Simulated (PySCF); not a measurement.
## Vibration and rotation of PF⁻

UHF-CCSD(T) constants of PF⁻, ²Π (doublet), unpaired electrons π ↑ (PySCF, no relativity, basis sets P def2-TZVPPD, F def2-TZVPPD; masses 30.9738 and 18.9984 u):

```
ωe           : 628.2 cm⁻¹
ωexe         : 4.52 cm⁻¹
Be           : 0.48726 cm⁻¹
αe           : 0.00511 cm⁻¹
De to P + F⁻ : 1.62 eV
```

Q: What force constant and bond length do these constants imply?

A: Reduced mass μred = 11.776 u; k = 5.8918×10⁻⁷·μred·ωe² (u, cm⁻¹, mdyn/Å) = 2.74 mdyn/Å; Re = √(16.8576/(μred·Be)) (u, cm⁻¹, Å) = 1.714 Å.

Q: Estimate the centrifugal constant D from the Kratzer relation and find the Dunham coefficient a1.

A: D = 4Be³/ωe² = 1.17e-06 cm⁻¹; a1 = −1 − αeωe/(6Be²) = -3.25.

Correlated steps freeze 6 core orbitals. For an ion De counts to the pair picked by the measured ionisation energies or electron affinities, which need not be the lowest pair at this level. The state is the lowest determinant that a PBE0 search found; another state may lie lower at other levels.
